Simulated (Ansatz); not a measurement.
in.yaml

```yaml
crystal:
  periodic: [false, false, false]
  atoms:
    - {symbol: W, position_ang: [0.000000, 0.000000, 0.000000]}
    - {symbol: F, position_ang: [0.000000, 0.000000, 1.838237]}
basis:
  gaussian: {orbitals: def2-SVP}
magnetization: {spin_polarized: false, initial_magnetization: 1}
correlation: {active_space: {window: {electrons: 1, orbitals: 2}, states: [{multiplicity: 2, weights: [1, 1]}], root: 1}}
accuracy: high
scf: {lower_state_search: off}
```

```sh
$ ansatz run in.yaml --threads 1 --pin off --events-out ev --progress --plain --max-ram 2393MiB
```

Log:

```
these checks for a lower state are left out or cut short: stability, starts, cluster_reference, orbital_swaps, neighbouring_geometries, increment
876 factors; integrals over basis functions are off by at most 3.1e-9 eV
mean field evaluation 1: about -4504.5441 eV, gradient 2.7e1 eV
mean field evaluation 2: about -4504.5968 eV, gradient 2.7e1 eV
mean field evaluation 4: about -4506.5400 eV, gradient 2.8e0 eV
mean field evaluation 8: about -4506.5900 eV, gradient 3.8e-1 eV
mean field evaluation 16: about -4506.5943 eV, gradient 2.4e-2 eV
mean field evaluation 32: about -4506.5943 eV, gradient 1.0e-6 eV
mean field -4506.59433668 eV, -165.6142871936 hartree, gradient 8.8e-8 eV, S^2 0.750000; 0 other end points of the search recorded, 0 dependent functions left out
reference -4506.59433668 eV, -165.6142871936 hartree; 12, 11 occupied and 34, 35 virtual orbitals, 876 factors
state -4506.97433890 eV, -165.6282520176 hartree
state -4506.89822237 eV, -165.6254547867 hartree
Total energy: -4506.89822237 eV, -165.6254547867 hartree
Checks for a lower state left out: stability, starts, cluster_reference, orbital_swaps, neighbouring_geometries, increment
```

Natural occupations, averaged over the states: 0.5000 0.5000.

Ran on 1 thread of Arm Neoverse V2, shared host: 1.4 s wall, 0.15 GiB peak host memory.
